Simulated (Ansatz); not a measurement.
1T (CdI2-type) CdI2 was calculated with LDA in Ansatz (plane waves, PAW).

Run with plane-wave cutoff 500 eV, 12×12×6 k mesh (along the axes of the cell as run), gaussian smearing 0.02 eV, scalar-relativistic PAW data made under PBE.

Computed at the level's own relaxed cell.

Question: Estimate the equilibrium volume per atom, lattice constant a and lattice parameter c that the calculation returns.

Answer: 
- equilibrium volume per atom = 33.33 Å³/atom
- lattice constant a = 4.164 Å
- lattice parameter c = 6.661 Å

Measured, for comparison: lattice constant a 4.244 Å, lattice parameter c 6.859 Å (temperature not stated, no zero-point or thermal correction; as tabulated in de Haan, NBS Special Publication (1969), 233, by the Crystallography Open …). Computed (rounded) less measured: lattice constant a -1.9 %, lattice parameter c -2.9 %. A static lattice is as a rule a little smaller and stiffer than an uncorrected measurement, which narrows the difference in the lattice constant a and would widen misses of the other sign.

Spin–orbit coupling is not included.

Static lattice: no zero-point or thermal effects.

Ansatz is a program for electronic structure.
